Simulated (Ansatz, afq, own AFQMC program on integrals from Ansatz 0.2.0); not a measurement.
Integrals from Ansatz 0.2.0, then the random walk in our own AFQMC program (afq).

```yaml
crystal:
  periodic: [false, false, false]
  atoms:
    - {symbol: Si, position_ang: [0.000000, 0.000000, 0.000000]}
basis:
  gaussian: {orbitals: cc-pVQZ}
magnetization: {spin_polarized: true, initial_magnetization: 2}
correlation: {method: ccsd_t, electrons: outside_noble_gas, hamiltonian_folder: ham}
```

```sh
$ ansatz run in.yaml --threads 1 --pin off --events-out ev --progress --plain --max-ram 16896MiB --backend cuda --devices 0, --max-vram 18GiB
```

Options of the walk:

```
--method phaseless --trial cisd --walkers 4000 --populations 20 --least-time 60 --time-step 0.005 --steps-per-block 50 --equilibration-blocks 28 --max-blocks 4000 --target-error 7e-05 --factor-cut 1e-05 --start spin_pure --seed 6021 --release-times 0.24,0.5,1,1.5 --release-step 0.02 --release-every 3 --taylor-order 6
```

Times are imaginary, in 1/Eh. The walk had a cap of 167 s. With eight or more populations the least sampling time is a fifth of least-time, and the error comes from their spread.

Log:

```
orbitals 54  electrons 3 1  factors 349 of 353
reference energy -288.85841748 Eh
CCSD correlation -0.07635985 Eh in 9 cycles, weight of the determinant in the CISD state 0.9324
energy of the start -288.934693 Eh
 block  time / (1/Eh)  mean weight  energy / Eh
     1     0.250  1.0000  -288.934881
     2     0.500  0.9999  -288.935344
     3     0.750  1.0000  -288.935813
     4     1.000  0.9999  -288.936319
     5     1.250  1.0000  -288.936643
    10     2.500  1.0000  -288.937706
    43    10.750  0.9999  -288.938120
    57    14.250  1.0000  -288.934234
    78    19.500  0.9998  -288.938041
   113    28.250  0.9997  -288.937885
   148    37.000  1.0001  -288.938109
   183    45.750  1.0002  -288.937921
   218    54.500  1.0001  -288.937883
   225    56.250  0.9999  -288.938302
   253    63.250  0.9999  -288.937977
   288    72.000  0.9998  -288.937820
error from the spread of 20 populations
released: time / (1/Eh)  energy / Eh  error  mean overlap
  0.24  -288.938132  0.000049  0.9990
  0.50  -288.938138  0.000020  0.9985
  1.00  -288.938240  0.000102  0.9976
  1.50  -288.938258  0.000051  0.9947
energy -288.937993 +/- 0.000024 Eh
(rows thinned)
```

The run passed its tests (sampling time, drift between the halves within three errors, error under three times the target), which doesn't prove that it has relaxed.

Against this walk (error 0.7 meV) on the same determinant: CCSD(T) 10.6 meV higher, CCSDT(Q) 10.8 meV lower, full CI 11.3 meV lower. The error is statistical and leaves out the bias of the constraint. Released to 1.50 1/Eh the energy lies 7.2 ± 1.5 meV (both errors) below the phaseless value, which shows part or all of the bias of the constraint, and full CI lies 4.1 meV below the released value. Full CI is exact here, so the walk's 11 meV above it is the walk's own error: the bias of the constraint with this trial.

Cautions: constraint bias not in the error.

The walk took 2.2 min on 1 × NVIDIA H100 80GB HBM3 with 2 threads of AMD EPYC 7R13 Processor (Zen 3), on a shared host (the card was shared). The log's last line is the phaseless energy.

CCSDT and higher add their correlation energy to the determinant of the CCSD(T) run, since their own runs factorise the integrals more tightly (a shift of under 2 meV). A walk keeps the symmetry of its determinant, which the program's search chose and which needn't be the lowest solution, so a lower state of the same spin and another symmetry isn't excluded.
